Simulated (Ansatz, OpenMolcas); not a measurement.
Computed against measured: dipole moment

8 molecules of light elements (H to F); the dipole moment in D, computed less measured. Shapes, held fixed at every level: PBE0-D4/def2-TZVP. No vibrational averaging. Dipoles are compared by magnitude; molecules under 1 D, whose direction can flip, are left out. Programs: Ansatz 0.2.0, OpenMolcas 26.06. Measured values: NIST CCCBDB.

Levels: A = SVWN5/STO-3G; B = PBE-D4/def2-TZVPP; C = r2SCAN-D4/def2-TZVPP; D = wB97M-V/def2-TZVPP.

```
                 molecule  measured      A      B      C      D
HNC (hydrogen isocyanide)      3.05  -0.27  +0.09  +0.09  +0.02
   HCN (hydrogen cyanide)      2.98  -0.66  -0.06  +0.04  +0.06
  NOF (nitrosyl fluoride)      1.81  -1.41  -0.55  -0.48  -0.36
      H2CO (formaldehyde)      2.33  -1.07  -0.21  -0.10   0.00
       CHFO (SMILES O=CF)      2.02  -0.68  -0.07  +0.02  +0.09
     CH3F (fluoromethane)      1.85  -0.99  -0.18  -0.12  -0.07
       CH3N (methanimine)      2.00  -0.23  -0.11  -0.04  +0.01
         CH4O (SMILES CO)      1.70  -0.32  -0.14  -0.10  -0.06
```

Question: Sum up the errors.

Answer: 
```json
{"level": "SVWN5/STO-3G", "kind": "LDA", "mean error": "-0.704", "mean absolute error": "0.704", "worst case": "NOF"}
{"level": "PBE-D4/def2-TZVPP", "kind": "GGA", "mean error": "-0.154", "mean absolute error": "0.176", "worst case": "NOF"}
{"level": "r2SCAN-D4/def2-TZVPP", "kind": "meta-GGA", "mean error": "-0.086", "mean absolute error": "0.124", "worst case": "NOF"}
{"level": "wB97M-V/def2-TZVPP", "kind": "range-separated hybrid", "mean error": "-0.039", "mean absolute error": "0.084", "worst case": "NOF"}
```

On this set wB97M-V/def2-TZVPP has the smallest mean absolute error and SVWN5/STO-3G the largest. SVWN5/STO-3G is too low in 8 of 8; PBE-D4/def2-TZVPP is too low in 7 of 8. All levels miss NOF on one side, which points to its shape or to the tabulated value. The levels differ in basis as well as in method. The tabulated value of NOF is in doubt (older tables, estimates, or at odds with other calculations) and kept here. Over the 7 molecules whose values aren't doubted the mean absolute errors are A 0.603; B 0.123; C 0.073; D 0.044. The set is small.
